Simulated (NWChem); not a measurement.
## Correlation energy of C$_{2}$H$_{5}$O

SMILES: CC[O]
```xyz
8

C     -1.1839     0.2530     0.0000
C      0.3421     0.3570     0.0000
O      1.0449    -0.7891     0.0000
H     -1.6601     1.2549     0.0000
H     -1.5328    -0.2999    -0.8953
H     -1.5328    -0.2999     0.8953
H      0.7085     0.9988     0.8606
H      0.7085     0.9988    -0.8606
```
Charge 0, spin multiplicity 2.

The numbers come from NWChem runs, not from measurements. Structure: optimised with UPBE/def2-SVP, a minimum by its harmonic frequencies.

Basis set: def2-SVP. Each correlation energy counts from its own Hartree-Fock reference.

```
method           correlation energy (mHa)
---------------  ------------------------
SCS-UMP2                           -430.3
CCSD on ROHF                       -479.6
CCSD on UHF                        -474.6
UMP2                               -430.1
CCSD[T] on ROHF                    -492.4
CCSD[T] on UHF                     -487.2
CCSD(T) on ROHF                    -491.6
CCSD(T) on UHF                     -486.4
```

The values span 62.3 mHa, from CCSD[T] on ROHF (lowest) to UMP2 (highest). 

The correlated methods keep 3 core orbitals frozen. The structure started from a generated list of species. The unpaired electrons of the parent sit in orbitals of symmetry a" (Cs labels of the run); other states weren't searched. No SCF solution was tested for a lower state. Open-shell Hartree-Fock references start from PBE0 orbitals. Coupled-cluster values serve here as a point of comparison, not as the truth.
